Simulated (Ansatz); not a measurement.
**Beta-Sn (white tin): HSE06 after PBE**

How do the levels change when part of the exchange is made exact, and what does it cost? Spin polarisation is left out. The cell comes from an earlier PBE relaxation. Exact exchange is dear, so the k-mesh is coarse, and PBE is run on the same mesh for comparison.

Method: DFT, plane waves (420 eV) with PBE-made PAW files, scalar-relativistic; functionals as named at each step, in Ansatz 0.2.0.

**1. The starting structure**

Symmetry: I4_1/amd, No. 141, tetragonal system. Conventional cell: a = 5.956 Å, b = 5.956 Å, c = 3.206 Å, α = 90.00°, β = 90.00°, γ = 90.00°. Sn (site symmetry -4m2) has 6 Sn at 3.08 to 3.21 Å as nearest neighbours.

Coordinates:

```cif
data_structure
_symmetry_space_group_name_H-M 'I4_1/amd:1'
_symmetry_Int_Tables_number 141
_cell_length_a 5.9561
_cell_length_b 5.9561
_cell_length_c 3.2062
_cell_angle_alpha 90.000
_cell_angle_beta 90.000
_cell_angle_gamma 90.000
_cell_volume 113.74
loop_
_atom_site_label
_atom_site_type_symbol
_atom_site_symmetry_multiplicity
_atom_site_Wyckoff_symbol
_atom_site_fract_x
_atom_site_fract_y
_atom_site_fract_z
_atom_site_occupancy
Sn1 Sn 4 a 0.00000 0.00000 0.00000 1
```

**2. PBE on the coarse mesh**

The run with PBE.

The input, input.yaml:

```yaml
crystal:
  lattice:
    - [-2.9773321019, 2.9790067395, 1.6030901641]
    - [2.9790067395, -2.9773321019, 1.6030901641]
    - [2.9770686048, 2.9770686048, -1.6000204619]
  atoms:
    - { symbol: Sn, position: [2.31878e-05, 0.9999768122, 1.0] }
    - { symbol: Sn, position: [0.7499768122, 0.2500231878, 0.5] }
hamiltonian:
  xc: pbe
  pseudopotentials:
    kind: paw
    azcp:
      Sn: "pseudopotentials/Sn.paw.azcp"
basis:
  ecutwfc: 420
  fft_grid_basis: typed
kpoints:
  mp_grid: { grid: [6, 6, 4], shift: [0, 0, 0] }
magnetization:
  spin_polarized: false
scf:
  occupations: { method: fermi_dirac, width: 0.1 }
```

**3. HSE06, coarse mesh**

The run with HSE06.

Changes to input.yaml since step 2:

```diff
@@ -9,3 +9,3 @@
 hamiltonian:
-  xc: pbe
+  xc: hse06
   pseudopotentials:
```

(Steps that only read results are left out.)

Q: Predict the outcome of this session. Wanted: PBE: gap; HSE06: gap; HSE06: relative to alpha-Sn.

**Answer**, as computed:

```
                             quantity                         value
                             PBE: gap  none (levels filled in part)
                           HSE06: gap  none (levels filled in part)
    HSE06: SCF cycles, exchange loops                         17, 2
     HSE06: CPU time over that of PBE                            25
HSE06: relative to alpha-Sn (diamond)                 +106 meV/atom
```

What this shows: Both PBE and HSE06 leave levels filled in part. HSE06 cost 25 times the CPU time of PBE. The exchange operator of HSE06 was renewed in 2 outer loops. The cell taken over is 5 % larger than the measured one (27.05 Å³/atom, COD). The dense-mesh value adds +13.0 meV/atom, the change that PBE shows between the coarse mesh and its own dense run (not shown). Under HSE06 it lies 106 meV/atom above alpha-Sn (diamond) (computed apart in the same way); on such meshes a few tens of meV are uncertain for metals. Absolute energies differ from functional to functional, by eV per atom at times, and say nothing by themselves.
